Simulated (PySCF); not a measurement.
# Two probes of the same atoms: core binding energy and nuclear shielding

Compound: C5H6.
Numbering: `[CH:1]#[C:2][CH2:3][CH:4]=[CH2:5]`

Geometry (PBE0-D3(BJ)/def2-SVP, Å), atoms numbered from 1 in this order:
```
atom  x, y, z in Å
C1     2.2104    1.3177    0.7632
C2     1.4391    0.4290    0.4781
C3     0.4954   -0.6265    0.1211
C4    -0.7223   -0.1069   -0.5941
C5    -1.9757   -0.2967   -0.1863
H6     2.8946    2.1055    1.0182
H7     0.1938   -1.1759    1.0286
H8     1.0175   -1.3568   -0.5243
H9    -0.5272    0.4636   -1.5095
H10   -2.8214    0.0990   -0.7543
H11   -2.2042   -0.8525    0.7291
```

Binding energies: delta-SCF UKS SCAN, pcX-2 on the ionised atom, pcseg-1 elsewhere, spin-free X2C in PySCF 2.14.0. Shieldings: GIAO HF/pcSseg-2, non-relativistic, same geometry.

```tsv
atom	C 1s (eV)
C1	290.17
C2	290.69
C3	291.75
C4	290.79
C5	290.39
```

What are the absolute isotropic shieldings of these atoms?

```
atom             environment  C 1s (eV)  isotropic shielding (ppm)
  C1  terminal alkyne carbon     290.17                      113.4
  C5    terminal =CH2 carbon     290.39                       67.3
  C2           alkyne carbon     290.69                      106.2
  C4        alkene CH carbon     290.79                       44.7
  C3          allylic carbon     291.75                      169.1
```

Among the listed atoms, is the one with the highest binding energy also the least shielded?

No. The highest binding energy is at C3 (291.75 eV, shielding 169.1 ppm), the lowest shielding at C4 (44.7 ppm, 290.79 eV).

By binding energy: C1 < C5 < C2 < C4 < C3. By shielding: C4 < C5 < C2 < C1 < C3.

The unrestricted hole states depart most from a pure doublet (⟨S²⟩ = 0.75; over 0.85 named) for C 1s of C2 (0.87), which makes this value less certain. Isolated species at its PBE0-D3(BJ)/def2-SVP geometry (one conformer only).
